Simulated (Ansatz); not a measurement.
Consider the formal loss of a carbene: `CC(=N)CF` → `[CH2]` (triplet) + `N=CCF`.

Computed with Ansatz on PBE0-D4/def2-TZVP structures; ΔE is electronic, products minus reactants. CCSD(T)/CBS is the MP2 limit (def2-TZVPP, def2-QZVPP) plus CCSD(T) − MP2 in def2-TZVPP, frozen cores. This one scheme is used for every species. DFT in def2-TZVPP. Triplets are unrestricted, without spin–orbit coupling. One conformer a species, not always the lowest.

```json
{"level": "PBE-D4", "ΔE (kJ/mol)": "468.1"}
{"level": "MP2/def2-QZVPP", "ΔE (kJ/mol)": "471.2"}
```

(1) What does CCSD(T)/CBS give? (An estimate is asked.)

(2) What do rigid-rotor, harmonic-oscillator terms from PBE0-D4/def2-TZVP frequencies (298.15 K, 1 bar) make of the CCSD(T)/CBS value? (Estimate.)

Largest T1 diagnostic among the species: 0.012.

Answers

(1) Computed: +461.5 kJ/mol. The listed levels differ from it by 6.6, 9.7 kJ/mol.

(2) Ansatz gave: ΔZPE = -27.9 kJ/mol, ΔH = +439.7 kJ/mol, ΔS = 160 J/(mol·K), ΔG = +392.0 kJ/mol. Open shells count their whole term as degenerate.

Leaving LDA and LC-ωPBE aside and taking each functional with its dispersion term where it has one, the values, not all of them listed here, spread over 35.0 kJ/mol, from r2SCAN0-D4 to ωB97X-V. LDA lies +78.6 kJ/mol from PBE without D4. At CCSD(T), def2-SVP lies −16.2 kJ/mol from the extrapolated value and def2-TZVPP −11.7 kJ/mol.
